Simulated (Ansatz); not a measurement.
ClH5PSi (charge +1), SMILES [PH3+][SiH2]Cl, harmonic frequencies at the relaxed geometry

Computed with Ansatz 0.2.0 through its Python package.

At the Python prompt:
```pycon
>>> import ansatz as az
>>> from ase import Atoms
>>> from ase.thermochemistry import IdealGasThermo
>>> import numpy as np
>>> BASIS_SET = "def2-SVP"
>>> XC = "CAM-B3LYP"
>>> CHARGE = 1
>>> clh5psi = (
...     az.Crystal.molecule()
...     .atom("P", (1.0998, 0.1364, 0.0631))
...     .atom("Si", (-1.053, -0.2467, 0.0187))
...     .atom("Cl", (-2.0125, 1.1811, -1.091))
...     .atom("H", (1.816, -0.8189, 0.8161))
...     .atom("H", (1.6924, 0.1289, -1.218))
...     .atom("H", (1.4305, 1.3873, 0.6274))
...     .atom("H", (-1.628, -0.2048, 1.388))
...     .atom("H", (-1.3452, -1.5633, -0.6044))
... )
>>> calc = clh5psi.calculation()
>>> calc = calc.basis(gaussian=BASIS_SET)
>>> calc = calc.functional(XC)
>>> calc = calc.charge(CHARGE)
>>> calc = calc.accuracy("medium")
>>> symbols = [site.symbol for site in clh5psi.cartesian_sites]
>>> start = np.array([site.position_ang for site in clh5psi.cartesian_sites], dtype=float)
>>> rep = calc.relax(force_tolerance=0.003, max_steps=100).run(threads=1).report
>>> end = np.array(rep["positions_ang"])
>>> print("final positions (A) and the move of each atom")
final positions (A) and the move of each atom
>>> for symbol, xyz, old in zip(symbols, end, start):
...     print(f"{symbol:2s} {xyz[0]:10.5f} {xyz[1]:10.5f} {xyz[2]:10.5f}   {np.linalg.norm(xyz - old):7.4f}")
...
P     1.09070    0.12912    0.06675    0.0122
Si   -1.21151   -0.28330    0.02120    0.1627
Cl   -1.89845    1.24156   -1.11604    0.1315
H     1.84789   -0.80059    0.80817    0.0376
H     1.65777    0.13626   -1.22285    0.0357
H     1.39680    1.38993    0.61572    0.0358
H    -1.58778   -0.20425    1.44335    0.0684
H    -1.29543   -1.60872   -0.61641    0.0684
>>> # frequencies need a stationary point, so they are taken at the relaxed geometry
>>> minimum = az.Crystal.molecule()
>>> for symbol, place in zip(symbols, end):
...     minimum = minimum.atom(symbol, place.tolist())
...
>>> vibrating = (
...     minimum.calculation()
...     .basis(gaussian=BASIS_SET)
...     .functional(XC)
...     .charge(CHARGE)
...     .accuracy("medium")
...     .phonons(temperatures=(298.15, 498.15, 100))
... )
>>> vib = vibrating.run(threads=1).report["vibrations"]
>>> sums = vib["harmonic_sums"]
>>> modes = [m["omega_inv_cm"] for m in sums["modes_at_gamma"] if m["rigid_motion"] == "no"]
>>> print("frequencies (1/cm):", " ".join(f"{w:.0f}" for w in modes))
frequencies (1/cm): 113 121 382 393 513 611 620 700 819 933 983 1092 1095 2324 2353 2511 2544 2548
>>> print("imaginary modes:", sum(w < 0 for w in modes), " zero-point energy:", round(sums["zero_point_energy_ev"], 4), "eV")
imaginary modes: 0  zero-point energy: 1.2803 eV
>>> # rigid rotor and ideal gas, symmetry number taken as one
>>> gas = IdealGasThermo(vib_energies=[w / 8065.544 for w in modes if w > 0], geometry="linear" if len(modes) == 3 * len(symbols) - 5 else "nonlinear",
...                      atoms=Atoms(symbols, positions=end), symmetrynumber=1, spin=0.0)
>>> print(f"H(298 K) - E = {gas.get_enthalpy(298.15, verbose=False):.4f} eV")
H(298 K) - E = 1.4618 eV
>>> print(f"S(298 K, 1 bar) = {96485.33 * gas.get_entropy(298.15, 1e5, verbose=False):.1f} J/(mol K) with symmetry number 1")
S(298 K, 1 bar) = 321.0 J/(mol K) with symmetry number 1
```

What to keep in mind:
- The settings weren't tested for convergence.
- The frequencies are harmonic and unscaled, in a modest basis. The result belongs to the one conformer reached from this start, and soft torsions count as harmonic oscillators.
- The entropy takes a symmetry number of 1; a symmetric molecule's is lower by R ln(sigma).
- Wall time of the script: 110 s on 1 thread of Arm Neoverse V2, with other jobs on the host, peak memory 0.3 GiB.
